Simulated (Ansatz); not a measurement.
Consider the isomerisation: `CCCC(C)C` → `CCCCCC`.

Calculated with Ansatz (gas phase, PBE0-D4/def2-TZVP geometries, no zero-point term in ΔE). CCSD(T)/CBS is the MP2 limit (def2-TZVPP, def2-QZVPP) plus CCSD(T) − MP2 in def2-TZVPP, frozen cores. DFT in def2-TZVPP. B3LYP here is the variant with VWN-RPA as its local correlation; programs differ in this. One conformer a species, not always the lowest.

| level | ΔE (kcal/mol) | difference from CCSD(T)/CBS |
| --- | --- | --- |
| PBE-D4 | 1.5 | -0.4 |
| r2SCAN-D4 | 1.8 | -0.1 |
| PBE0-D4 | 1.5 | -0.4 |
| B3LYP-D4 | 1.4 | -0.5 |
| ωB97X-V | 1.6 | -0.3 |
| ωB97M-V | 1.7 | -0.2 |
| B2PLYP | 1.6 | -0.3 |
| PBE | 1.5 | -0.4 |
| r2SCAN | 1.8 | -0.1 |
| PBE0 | 1.5 | -0.4 |
| B3LYP | 1.3 | -0.6 |
| HF/def2-TZVPP | 1.2 | -0.7 |
| MP2/def2-TZVPP | 2.1 | 0.2 |
| SCS-MP2/def2-TZVPP | 1.8 | -0.1 |
| CCSD/def2-TZVPP | 1.7 | -0.2 |
| CCSD(T)/def2-TZVPP | 1.8 | -0.1 |
| HF/def2-QZVPP | 1.2 | -0.7 |
| MP2/def2-QZVPP | 2.1 | 0.2 |
| SCS-MP2/def2-QZVPP | 1.8 | -0.1 |
| HF/CBS(def2) | 1.2 | -0.7 |
| MP2/CBS(def2) | 2.1 | 0.2 |
| CCSD/CBS(def2) | 1.7 | -0.2 |
| CCSD(T)/CBS | 1.9 | 0 |

Largest T1 diagnostic among the species: 0.008.
